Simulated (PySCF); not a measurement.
Isomers of [C5H11S]-.

All values: PBE0/pcSseg-1 (PySCF) at PBE0-D3(BJ)/def2-SVP geometries, gas phase, one conformer each.

Task: Rank by HOMO energy, lowest first.
A. `[CH3:1][CH2:2][CH2:3][C@@H:4]([CH3:5])[S-:6]` (charge -1) with C1–C2–C3–C4 176°, C2–C3–C4–C5 61°
B. `[CH3:1][CH2:2][C:3]([CH3:4])([CH3:5])[S-:6]` (charge -1) with C1–C2–C3–C4 63°
C. `[CH3:1][CH2:2][CH2:3][CH2:4][CH2:5][S-:6]` (charge -1) with C1–C2–C3–C4 180°, C2–C3–C4–C5 180°, C3–C4–C5–S6 180°

Result: B (0.25 eV), A (0.44 eV), C (0.66 eV).

All values together:

| SMILES | HOMO (eV) | LUMO (eV) | lowest IAO charge (e) | highest IAO charge (e) | lowest Hirshfeld charge (e) | highest Hirshfeld charge (e) |
| --- | --- | --- | --- | --- | --- | --- |
| CCC(C)(C)[S-] | 0.25 | 5.31 | -0.772 (S) | +0.155 (H) | -0.582 (S) | +0.015 (H) |
| CC[C@H](C)C[S-] | 0.46 | 4.87 | -0.763 (S) | +0.156 (H) | -0.641 (S) | +0.026 (H) |
| CCC[C@@H](C)[S-] | 0.44 | 4.71 | -0.785 (S) | +0.129 (H) | -0.648 (S) | +0.027 (H) |
| CCC([S-])CC | 0.32 | 5.11 | -0.771 (S) | +0.156 (H) | -0.605 (S) | +0.020 (H) |
| CCCCC[S-] | 0.66 | 4.23 | -0.787 (S) | +0.123 (H) | -0.696 (S) | +0.028 (H) |
| CC(C)[C@H](C)[S-] | 0.32 | 5.10 | -0.769 (S) | +0.160 (H) | -0.603 (S) | +0.021 (H) |

Conformers: `[CH3:1][CH2:2][C:3]([CH3:4])([CH3:5])[S-:6]` (charge -1) with C1–C2–C3–C4 63°; `[CH3:1][CH2:2][C@H:3]([CH3:4])[CH2:5][S-:6]` (charge -1) with C1–C2–C3–C4 -69°, C2–C3–C5–S6 -60°; `[CH3:1][CH2:2][CH2:3][C@@H:4]([CH3:5])[S-:6]` (charge -1) with C1–C2–C3–C4 176°, C2–C3–C4–C5 61°; `[CH3:1][CH2:2][CH:3]([S-:4])[CH2:5][CH3:6]` (charge -1) with C1–C2–C3–S4 -172°, C2–C3–C5–C6 -175°; `[CH3:1][CH2:2][CH2:3][CH2:4][CH2:5][S-:6]` (charge -1) with C1–C2–C3–C4 180°, C2–C3–C4–C5 180°, C3–C4–C5–S6 180°; `[CH3:1][CH:2]([CH3:3])[C@H:4]([CH3:5])[S-:6]` (charge -1) with C1–C2–C4–C5 -177°.
